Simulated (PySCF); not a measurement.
methanol (CH₄O), SMILES OC.

Geometry: ωB97X-D3(BJ)/def2-TZVP.

These are r2SCAN/def2-TZVPD run with PySCF values and carry that method's errors.

The molecule is in vacuum.

Task: Estimate the frontier levels, gap, dipole moment and polarisability. (The exact figures need the calculation; the answer reports its results.)

Result: 
```json
{
  "highest_occupied_level": "-6.62 eV",
  "lowest_empty_level": "0.36 eV",
  "orbital_gap": "6.99 eV",
  "dipole_moment": "1.61 D",
  "quadrupole, principal values (traceless, Buckingham form, about the centre of nuclear charge)": "-2.77, -1.23, 4.00 D·Å",
  "mean_static_polarisability": "21.5 bohr³ (3.19 Å³)",
  "polarisability_principal_values": "20.2, 20.6, 23.8 bohr³"
}
```
